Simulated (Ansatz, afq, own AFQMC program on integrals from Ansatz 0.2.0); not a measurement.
H₂S, triplet in cc-pVTZ, levels against CCSDT(Q)

```yaml
atoms:
  - { symbol: H, position_ang: [0.0000, 0.0000, -1.1347] }
  - { symbol: H, position_ang: [0.0000, 0.0000, -0.1227] }
  - { symbol: S, position_ang: [0.0000, 0.0000, 1.2573] }
```

Basis cc-pVTZ. Noble-gas cores (and the filled d shells of Ga–Kr and In–Xe) are frozen. Ansatz 0.2.0 and our own AFQMC program on the same integrals; the CISD trial comes from CCSD amplitudes, and released means the phaseless constraint is let go. ± is one standard error of the sampling.

Determinant: UHF, the one that the program's search chose, which needn't be the lowest solution. The geometry is a point of a scan.

No full CI on the walks' own integrals is used here; CCSDT(Q) serves as the reference and is uncertain by about the last step of the cluster series.

Cautions: lower spins were not checked; the released energies move by 1.5 errors or more from one time to the next, so no released level is given (meV from the phaseless value at times in 1/Eh: -4.5 ± 1.4 at 0.24, -5.9 ± 1.6 at 0.51, -9.2 ± 2.0 at 0.99, -7 ± 3 at 1.62, -13.4 ± 2.3 at 2.40), though the last usable value meets CCSDT(Q) within the noise.

- T1 diagnostic: 0.0163
- weight of the determinant in the CISD state: 0.909
- ⟨S²⟩ of the determinant: 2.035
- size of the correlated space: 8 electrons in 57 orbitals

| level | correlation energy (eV) |
| --- | --- |
| MP2 | -4.4178 |
| CCSD | -5.1719 |
| CCSD(T) | -5.3622 |

**Question.** Estimate where phaseless AFQMC with a CISD trial lies against CCSD(T) on the same integrals.

**Answer.** 0.54 ± 0.04 kcal/mol below CCSD(T).

Reference: CCSDT(Q), correlation energy -5.395 eV.

```
        level  E − E(reference) (kcal/mol)  share of correlation (%)
      CCSD(T)                         0.75                     99.39
        CCSDT                         0.16                     99.87
ph-AFQMC/CISD                  0.21 ± 0.04                     99.83
```

A walk keeps the symmetry of its determinant, which the program's search chose and which needn't be the lowest solution, so a lower state of the same spin and another symmetry isn't excluded.
